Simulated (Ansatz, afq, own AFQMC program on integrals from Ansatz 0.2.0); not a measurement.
**SiH3⁻, singlet in 6-31++G** along one coordinate**

```yaml
atoms:
  - { symbol: Si, position_ang: [0.0000, 0.0000, -0.0804] }
  - { symbol: H, position_ang: [1.3052, -0.0002, 0.7466] }
  - { symbol: H, position_ang: [-0.6524, 1.1304, 0.7466] }
  - { symbol: H, position_ang: [-0.6528, -1.1302, 0.7466] }
```

The Si1–H2 distance is changed with both sides rigid. Energies in kJ/mol count from this geometry (1.545 Å) at the same level; the start stands on RHF, each point on the determinant named.

Basis 6-31++G**. Only valence electrons are correlated. Integrals, coupled cluster, full CI and functionals: Ansatz 0.2.0; the random walks run on the same integrals in our own AFQMC program. ph-AFQMC/CISD is guided by a CISD state made of CCSD amplitudes; releasing the constraint for a short imaginary time cuts its bias at the price of noise, slowly where states lie close. Error bars are statistical, one sigma.

Cautions, each for one point or more: higher spins were not checked; raised T1 diagnostic; restricted determinant unstable towards unrestricted; strong correlation; the ph-AFQMC/CISD walk drifts between its halves.

```
r(Si1–H2) / Å  det.     T1  weight  B2PLYP   CCSD  CCSD(T)
        1.373   RHF  0.012    0.92    24.2   23.4     23.6
        1.685   RHF  0.013    0.91    10.6   11.3     11.1
        2.178   RHF  0.021    0.89   106.0  106.9    105.2
        4.137  RHF¶  0.099    0.74  286.8§  290.6    282.1
```

Problem. Estimate the curve of CCSDT(Q), counted from the same start.

Solution. 
```csv
r(Si1–H2) / Å,det.,T1,weight,CCSDT(Q),ph-AFQMC/CISD,released AFQMC
1.373,RHF,0.012,0.92,23.6,24.6 ± 0.8,–
1.685,RHF,0.013,0.91,11.0,10.3 ± 1.0,10.6 ± 0.9
2.178,RHF,0.021,0.89,104.6,106.6 ± 1.1,–
4.137,RHF¶,0.099,0.74,281.3,285.6 ± 1.7,284.7 ± 2.2*
```

Weight is that of the determinant in the CISD state; at the start T1 is 0.012 and the weight 0.92. ¶ marks points with a poor determinant and no full CI, where no value is sure; they don't count among the departures. An asterisk marks released energies that aren't shown to be converged. A dash marks a missing value, a released energy that hasn't settled or a functional that sits on another state. § marks a functional whose ⟨S²⟩ is too high by over 0.1. Largest departures from CCSDT(Q), at the points where its series has closed: CCSD(T) 0.6 kJ/mol at 2.178 (on RHF), ph-AFQMC/CISD 2.0 kJ/mol at 2.178 (on RHF) (within the noise), B2PLYP 1.4 kJ/mol at 2.178, CCSD 2.3 kJ/mol at 2.178 (on RHF). Functionals count only at points shown to share the start's state and spin. In this small basis the wave-function levels are far from their limit, so their gap to the functionals isn't the functionals' error.

A walk keeps the symmetry of its determinant, which the program's search chose and which needn't be the lowest solution, so a lower state of the same spin and another symmetry isn't excluded.
